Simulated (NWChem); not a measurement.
# carbon disulfide (CS₂); SMILES S=C=S

```xyz
3

S     -1.5618     0.0573     0.0172
C      0.0000     0.0002     0.0000
S      1.5618    -0.0572    -0.0172
```
Atoms are numbered in this order, from 1.

All runs use the structure optimised with B3LYP/6-31G* (spherical d).

Problem. Give the principal values of the shielding tensors (ppm) of S1, C2 from LDA (Slater exchange, VWN5)/pcSseg-1, GIAO (NWChem), with their diamagnetic and paramagnetic parts as GIAO splits them.

Solution. 
```csv
atom,σ11,σ22,σ33,isotropic,diamagnetic,paramagnetic
S1,175.3,175.3,1061.4,470.7,1056.5,-585.8
C2,-172.6,-172.6,291.8,-17.8,267.8,-285.6
```
